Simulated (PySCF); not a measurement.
C2H4O3S.
SMILES with atom numbers: `[CH2:1]=[CH:2][S:3](=[O:4])(=[O:5])[OH:6]` (hydrogens: H7, H8 on C1; H9 on C2; H10 on O6)

Structure used (PBE0-D3(BJ)/def2-SVP), in Å, numbered top down from 1:
```xyz
10
C2H4O3S angstrom
C      1.6046    0.4554   -0.1498
C      0.5814    0.1023    0.6212
S     -0.8166   -0.7135   -0.0750
O     -0.6479   -0.8140   -1.5140
O     -1.1337   -1.8492    0.7554
O     -1.9876    0.3767    0.2021
H      1.5765    0.2673   -1.2270
H      2.4913    0.9310    0.2768
H      0.5222    0.2366    1.7045
H     -2.0656    0.9306   -0.5899
```

The closed-shell ground state was solved at several levels (PySCF, density fitting, gas phase, non-relativistic).

| level | basis functions | total energy (Eh) | HOMO (eV) | LUMO (eV) | gap (eV) | dipole (D) |
| --- | --- | --- | --- | --- | --- | --- |
| PBE0/cc-pVTZ | 240 | -702.0896 | -8.81 | -1.39 | 7.42 | 4.37 |
| OPBE/pcSseg-2 | 279 | -702.4214 | -7.48 | -2.37 | 5.11 | 4.15 |
| BP86/pcSseg-2 | 279 | -702.6445 | -7.63 | -2.59 | 5.04 | 4.26 |
| PBE0/aug-cc-pVDZ | 178 | -701.9683 | -8.86 | -1.50 | 7.36 | 4.43 |
| B3LYP/6-31G* | 96 | -702.3700 | -8.31 | -1.26 | 7.05 | 4.49 |
| LC-wPBE/pcSseg-2 | 279 | -702.2920 | -11.73 | 0.75 | 12.48 | 4.66 |
| BLYP/pcSseg-2 | 279 | -702.5335 | -7.41 | -2.38 | 5.03 | 4.29 |

(1) Estimate the row for PBE0/pcSseg-0, a basis of 66 functions; the other rows only guide the guess.

(2) How much does the basis alone move the frontier levels among the 3 PBE0 rows (the withheld one included)?

(3) How far do the dipole and the HOMO energy spread over the levels?

Answers

(1) Total energy -700.5447 Eh, HOMO -9.04 eV, LUMO -1.68 eV, gap 7.36 eV, dipole 5.07 D.

(2) The HOMO by 0.23 eV and the LUMO by 0.29 eV. By rising basis size (HOMO, LUMO in eV): pcSseg-0 -9.04, -1.68; aug-cc-pVDZ -8.86, -1.50; cc-pVTZ -8.81, -1.39.

(3) The dipole runs from 4.15 to 5.07 D (mean 4.47 D) and the HOMO from -11.73 to -7.41 eV.

One conformer stands for the species.
